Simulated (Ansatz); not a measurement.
# C2H5NO (singlet): wave-function methods side by side, cc-pVQZ

The task here is to estimate one member of a computed series from the others.

The runs use Ansatz 0.2.0, Gaussian basis; cc-pVQZ, core rule «outside noble gas», up to 4 orbitals frozen.

The runs, in order: UHF; CCSD(T) on RHF; BCCD(T) on RHF.

18 further runs of the same task are left out: 18 set aside as unsound or not needed.

### The geometry

The geometry is an MP2(full)/6-31G* stationary point (not a proven minimum).

9 atoms, charge 0, spin multiplicity 1.

Atoms are counted from 1 here; the program's logs count them from 0.

Bond lengths: O1–C2 1.227 Å, C2–N3 1.373 Å, C2–C4 1.514 Å, N3–H5 1.010 Å, N3–H9 1.011 Å, C4–H6 1.089 Å, C4–H7 1.093 Å, C4–H8 1.094 Å. Angles: O1–C2–N3 122.1°, O1–C2–C4 123.3°, N3–C2–C4 114.6°, C2–N3–H5 120.8°, C2–N3–H9 116.4°, H5–N3–H9 117.2°, C2–C4–H6 108.5°, C2–C4–H7 111.3°, C2–C4–H8 110.2°, H6–C4–H7 109.7°, H6–C4–H8 108.9°, H7–C4–H8 108.2°.

The first run:

File in.yaml:

```yaml
crystal:
  periodic: [false, false, false]
  atoms:
    - {symbol: O, position_ang: [0.382196, 1.266141, 0.013154]}
    - {symbol: C, position_ang: [0.034808, 0.088906, 0.000871]}
    - {symbol: N, position_ang: [0.943168, -0.939420, -0.043790]}
    - {symbol: C, position_ang: [-1.413825, -0.349548, 0.004976]}
    - {symbol: H, position_ang: [0.665602, -1.885132, 0.175062]}
    - {symbol: H, position_ang: [-2.039579, 0.524039, -0.170357]}
    - {symbol: H, position_ang: [-1.603192, -1.100153, -0.766566]}
    - {symbol: H, position_ang: [-1.674463, -0.783890, 0.974934]}
    - {symbol: H, position_ang: [1.910783, -0.692457, 0.116986]}
basis:
  gaussian: {orbitals: cc-pVQZ}
magnetization: {spin_polarized: true, initial_magnetization: 0}
hamiltonian: {xc: hf}
output: {orbitals: {seedname: orbitals}}
```

Command:

```console
$ ansatz run in.yaml --threads 1 --pin off --events-out ev --progress --plain --max-ram 2560MiB --backend cpu
```

Steps of the session up to this table: UHF; CCSD(T) on RHF; BCCD(T) on RHF.

One table of the session follows, with a row left open; its other results are not shown here.

| method | from RCCSD(T) (kcal/mol) |
| --- | --- |
| RHF | +553.37 |
| RMP2 | ? |
| RCCSD | +23.31 |
| RCCSD(T) | 0 |
| BCCD(T) | -0.20 |

**Question.** Estimate the row for RMP2.

As computed: from RCCSD(T) (kcal/mol): +31.08. In the column «from RCCSD(T) (kcal/mol)» it lies between RCCSD (+23.31) and RHF (+553.37).

With the free atoms at the same levels and basis (separate runs), the atomisation energy is 37.123 eV at RCCSD(T), 26.292 eV at RHF.
